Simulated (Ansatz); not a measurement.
A run of Ansatz (development build ahead of 0.2.0) on singlet CH3N at this shape:

```yaml
atoms:
  - { symbol: C, position_ang: [-0.0097, -0.0501, -0.7208] }
  - { symbol: N, position_ang: [0.0300, -0.1536, 0.7186] }
  - { symbol: H, position_ang: [0.0251, 0.9118, 1.1483] }
  - { symbol: H, position_ang: [0.0198, -1.0526, -1.2478] }
  - { symbol: H, position_ang: [-0.1043, 0.8206, -1.2424] }
```

Its results:

```yaml
Converged: yes
Reference_energy: -92.77117 hartree
Correlation_energy: -0.15407 hartree
Total_energy: -92.92524 hartree
Spin_squared_of_the_determinant: 0.000
```

Task: Which input gives this output? Name the method, the orbitals and the basis set, and write the input.

Result: RHF-MP2 in STO-3G. An unrestricted run that stays on the closed shell gives the same numbers.

```yaml
crystal:
  periodic: [false, false, false]
  atoms:
    - { symbol: C, position_ang: [-0.00966, -0.05006, -0.72078] }
    - { symbol: "N", position_ang: [0.02999, -0.15364, 0.71855] }
    - { symbol: H, position_ang: [0.02514, 0.91184, 1.14828] }
    - { symbol: H, position_ang: [0.01984, -1.05258, -1.24784] }
    - { symbol: H, position_ang: [-0.1043, 0.82065, -1.24242] }
basis:
  gaussian: { orbitals: STO-3G }
hamiltonian:
  xc: hf
correlation:
  method: mp2
  frozen_orbitals: { C: 1, H: 0, "N": 1 }
```
